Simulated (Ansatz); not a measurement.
System: FeS2 (Pnnm, No. 58). Method: LDA in Ansatz (plane waves, PAW).

Settings: plane-wave cutoff 520 eV, 8×6×10 k mesh (along the axes of the cell as run), Fermi–Dirac smearing 0.01 eV, no spin polarisation, scalar-relativistic PAW data made under PBE.

Computed at the level's own relaxed cell.

Question: Estimate the band gap, smallest direct gap on the k points sampled and Γ–Γ gap that the calculation returns.

Answer: 
- band gap: 0.91 eV (indirect)
- smallest direct gap on the k points sampled: 1.24 eV
- Γ–Γ gap: 1.63 eV

Note: the volume lies 7 % below that of the published cell.

Static lattice: no zero-point or thermal effects.

Ansatz is a program for electronic structure.
